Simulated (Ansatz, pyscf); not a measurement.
PH [triplet] + silane (SiH₄) -> H₃Si–PH• + H atom (H•), a substitution at Si on the triplet surface: H–Si broken, P–Si formed. PySCF, gas phase, ωB97X-D3(BJ)/def2-SVP geometries. Wave-function energies: Ansatz (a first-principles code), frozen core, RHF or UHF references. In kcal/mol, from the separated reactants.

Cost: rough CPU time of the saddle's run relative to CCSD(T)/cc-pV(D+d)Z, from one job on a shared machine, with the HF step and its search for lower states.

```json
[
 {"level": "ωB97M-D3(BJ)/def2-TZVP", "barrier": "30.26", "reaction energy": "+26.69", "cost": "–"},
 {"level": "PBE/def2-TZVP", "barrier": "19.79", "reaction energy": "+22.55", "cost": "–"},
 {"level": "CCSD(T)/cc-pV(D+d)Z", "barrier": "40.09", "reaction energy": "+33.37", "cost": "1"},
 {"level": "CCSDT(Q)/cc-pV(D+d)Z", "barrier": "?", "reaction energy": "?", "cost": "68"},
 {"level": "CCSD(T)/cc-pV(T+d)Z", "barrier": "34.66", "reaction energy": "+30.25", "cost": "8"},
 {"level": "CCSD(T)/cc-pV(Q+d)Z", "barrier": "?", "reaction energy": "+28.80", "cost": "–"}
]
```

What belongs in the gaps?


- CCSDT(Q)/cc-pV(D+d)Z, barrier: 39.54
- CCSDT(Q)/cc-pV(D+d)Z, reaction energy: +33.18
- CCSD(T)/cc-pV(Q+d)Z, barrier: 32.77

In cc-pV(D+d)Z, going from CCSD(T) to CCSDT(Q) shifts the barrier by -0.54 and the reaction energy by -0.19 kcal/mol. With HF in the quadruple-zeta basis and the correlation energy extrapolated as X⁻³ from X = 3, 4, CCSD(T) gives 31.36 and +27.70; adding the double-zeta shift gives ΔE‡ = 30.81 and ΔE = +27.52 kcal/mol, without core correlation, relativity or geometry relaxation at these levels. At PBE this geometry lies under the product side: in single points on another level's saddle the reverse barrier vanishes, and the forward threshold there is about the reaction energy. H₃Si–PH• + H• also meet on a surface of lower spin, which isn't treated here. One saddle was located; it need not be the lowest between these sides. The angle at the attacked Si is 177°.
